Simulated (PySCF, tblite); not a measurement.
# C2H3ClO (triplet), a cluster model of a defect: EPR parameters

Wanted: the EPR parameters for `CO[C]Cl`. It is drawn as: twofold C.

Computed with tblite 0.8.0 and PySCF 2.14.0; each step states its level. No surroundings beyond the atoms listed, unless a continuum is named. Atoms count from 0, parts from 1.

### 1 Starting point

7 atoms, charge 0, multiplicity 3; geometry: distance geometry start.

### 2 Geometry optimisation with GFN2-xTB

Job settings and geometry (Å):

```
{"job": {"kind": "relax", "xc": "GFN2-xTB", "basis": "xTB"}, "charge": 0, "multiplicity": 3}
C      1.397973     0.737467    -0.252218
Cl     2.189535    -0.804161     0.170013
O      0.247858     0.756074     0.575703
C     -0.749187    -0.033279     0.000859
H     -0.838590     0.203940    -1.094838
H     -0.579762    -1.110332     0.107460
H     -1.696224     0.256924     0.536128
```

Method: GFN2-xTB geometry optimisation, gas phase.

On the command line:

```console
OMP_NUM_THREADS=1 python cluster_run.py task.json out
```

The driver reads the jobs from task.json and runs them one after another.

**Question.** The jobs that follow are: PBE0-D3(BJ)/def2-SVP geometry optimisation, gas phase; UKS B3LYP, IGLO-III on C Cl O, pcH-1 on H, non-relativistic, mean-field spin-orbit, GIAO; UKS BHandHLYP, IGLO-III on C Cl O, pcH-1 on H, non-relativistic, mean-field spin-orbit, GIAO. Predict: point group; rotational constants (main isotopes); D, E (B3LYP); g(iso) (B3LYP); ⟨S²⟩; largest a(iso); surface potential, 1st and 99th percentile.

**Answer**, as computed:

| quantity | value |
| --- | --- |
| point group | C1 |
| rotational constants (main isotopes) | 23.07, 3.14, 2.91 GHz |
| D, E (B3LYP) | 12.145, 0.156 cm⁻¹ |
| g(iso) (B3LYP) | 2.00348 |
| ⟨S²⟩ | 2.006 (exact 2.00) |
| largest a(iso) | 13C on C0, 459.8 MHz |
| surface potential, 1st and 99th percentile | -0.79 V and 1.12 V |

The optimisation took 5 steps and gained 0.105 eV; among the close pairs (by a distance rule), C0–Cl1 changed most, from 1.650 to 1.715 Å (PBE0/def2-SVP). No frequency check was run at this level, so the end point may be a saddle. Most of the unpaired spin sits on C0 (1.61 e). The isotropic g lies 1.2 ppt above the free-electron value. The coupling of 13C on C0 runs from 459.8 (B3LYP/IGLO-III+pcH-1) to 492.2 MHz (BHandHLYP/IGLO-III+pcH-1). The triplet was assumed; the singlet may lie lower.
